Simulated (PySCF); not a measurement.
Gas-phase reaction: SiHF2 + 2 H ⇌ SiH2F + HF

Energies from PySCF, thermal terms from the rigid-rotor harmonic-oscillator model, ideal gas at 1 bar. † marks an energy on the PBE0/def2-TZVP geometry and frequencies; other levels use their own. CCSD(T) freezes the core. 6-31G* has spherical d functions here. Open shells (unrestricted): SiHF2 (multiplicity 2), H (multiplicity 2), SiH2F (multiplicity 2); the rest are closed-shell singlets. SiHF2, SiH2F: computed as isolated molecules; such fragments, hydroxides, amides, oligomers or adducts are transient or little studied in the gas. CCSD(T) isn't extrapolated to the basis-set limit; its ΔH°(298 K) is -296.8 kJ in def2-SVP and -302.6 kJ in def2-TZVPP. The harmonic model lacks anharmonicity and excited electronic states, which grow with temperature; levels with a mode under 35 cm⁻¹ are left out.

```tsv
level	ΔE electronic, kJ	ΔH°(298 K), kJ	ΔS°(298 K), J/K	ΔG°(2500 K), kJ
CCSD(T)/def2-SVP†	-328	-297	-78	-48
HF/6-31G*	-205	-172	-78	77
PBE/def2-SVP	-306	-275	-78	-25
PBE0/def2-QZVP†	-321	-290	-78	-40
r2SCAN/def2-TZVP†	-313	-281	-78	-32
ωB97M-V/def2-TZVP†	-323	-291	-78	-42
ωB97X-V/def2-TZVP†	-321	-289	-78	-40
```
ΔH° is lowest at CCSD(T)/def2-SVP† and highest at HF/6-31G*. No reference value is set beside these.
